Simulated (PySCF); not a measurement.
Atoms are numbered as in `[CH3:1]/[CH:2]=[C:3](\[F:4])[CH2:5][CH3:6]`. Hydrogens are named by the atom that carries them.

GIAO PBE0/pcSseg-1 shifts (PySCF 2.14, gas phase, non-relativistic, equivalent atoms averaged), each against references optimised in the same way as the molecule (TMS, CFCl3).

On the GFN2-xTB geometry: C3 172.7, C2 107.1, C5 31.9, C6 16.0, C1 12.3, F4 -118.9, H(C2) 4.75, H(C5) 2.19, H(C1) 1.79, H(C6) 1.20 ppm.

What changes on the PBE0-D3(BJ)/def2-SVP geometry?

## Answers


```
atoms  δ (ppm)  change
   C3    169.4    -3.3
   C2    106.0    -1.1
   C5     29.9    -2.0
   C6     13.6    -2.4
   C1     11.3    -1.0
   F4   -113.9    +5.0
H(C2)     4.55   -0.20
H(C5)     2.04   -0.15
H(C1)     1.70   -0.09
H(C6)     1.11   -0.09
```

Unscaled 19F shifts against computed CFCl3 carry errors that often reach 10 to 50 ppm.

Bonds between heavy atoms that differ most (equivalent bonds averaged): C3–F4 1.361 → 1.347 Å, C2–C3 1.323 → 1.334 Å, C3–C5 1.495 → 1.490 Å, C5–C6 1.530 → 1.526 Å. Mean change of bonds to hydrogen: C–H +0.013 Å.
